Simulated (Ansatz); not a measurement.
# F2Si: the cost of one run

Program: Ansatz 0.2.0. Level of theory: DFT B3LYP, Gaussian basis aug-cc-pV(T+d)Z. These are calculated values, not measurements.

### 1 The starting structure

Bond lengths: Si1–F2 1.590 Å, Si1–F3 1.590 Å. Angles: F2–Si1–F3 100.2°.

As a file:

```xyz
3

Si    0.0000    0.0000    0.0000
F     1.2200    0.0000    1.0200
F    -1.2200    0.0000    1.0200
```

### 2 Relaxing the atoms: F2Si

Contents of input.yaml:

```yaml
relax:
  f_tol: 0.0002
  max_steps: 200
crystal:
  periodic: [false, false, false]
  atoms:
    - { symbol: Si, position_ang: [0.0, 0.0, 0.0] }
    - { symbol: F, position_ang: [1.22, 0.0, 1.02] }
    - { symbol: F, position_ang: [-1.22, 0.0, 1.02] }
basis:
  gaussian: { orbitals: "aug-cc-pV(T+d)Z.json" }
hamiltonian:
  xc: { name: B3LYP }
accuracy: high
```

The run is started by

```console
$ ansatz run input.yaml --threads 8 --pin off --max-ram 12288MiB --backend cpu --events-out ev --progress --plain --runs-dir out
```

**Question.** How long does this run take on 8 threads of Arm Neoverse V2, shared host, and how much memory does it need?

About 13 s, with a peak of 0.53 GiB.
